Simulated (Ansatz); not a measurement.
Born–Oppenheimer molecular dynamics of CH6AlN (9 atoms, charge 0, multiplicity 1). It starts at the highest image of a converged band. Of that band: Neighbouring images differ by up to 1.8 eV, so the band resolves the path poorly. A vibrational analysis at the climbing image gives one clearly imaginary mode, 1299i cm⁻¹: a first-order saddle point.

All numbers below come from UKS PBE-D4/def2-SVP in Ansatz 0.2.0.

```yaml
ensemble: NVE (velocity Verlet)
time_step: 0.5 fs
steps_asked: 200
starting_velocities_drawn_for: 100 K
seed: 7330
```

First frame:

```xyz
9
Properties=species:S:1:pos:R:3
Al -0.857 0.670 -0.240
N 0.336 0.106 1.243
C 0.180 -0.446 -1.329
H 0.523 -0.611 0.218
H -2.297 1.228 0.174
H 1.099 0.667 1.648
H -0.053 -0.486 1.988
H -0.176 -0.973 -2.236
H 1.246 -0.155 -1.466
```

(1) How far do the bonds stretch over the last three quarters of this one trajectory? (Pairs bonded in most of those frames.)

Results:

(1) 
```
  bond  mean (Å)  spread (Å)  shortest  longest
Al1–N2     2.131       0.061      2.03     2.20
Al1–C3     1.835       0.029      1.80     1.89
Al1–H5     1.609       0.013      1.59     1.63
 N2–H4     1.037       0.017      1.01     1.07
 N2–H6     1.033       0.014      1.01     1.06
 N2–H7     1.032       0.008      1.02     1.05
 C3–H8     1.110       0.010      1.09     1.13
 C3–H9     1.112       0.015      1.08     1.14
```

Mean temperature of the second half: 413 K. The conserved energy stayed within 0.068 meV per atom of its start (net change -0.0066 meV per atom), so the integration is sound. The system heated up, since it started high on the potential surface and ran downhill. A run of 0.1 ps of so small a system gives no equilibrium averages. The orbitals stay closed-shell, which can raise the energy where a bond breaks towards radicals; this wasn't checked here.

Time of the run: 8.8 min on 2 threads of Arm Neoverse N1, with other jobs on the host, peak memory 0.15 GiB.
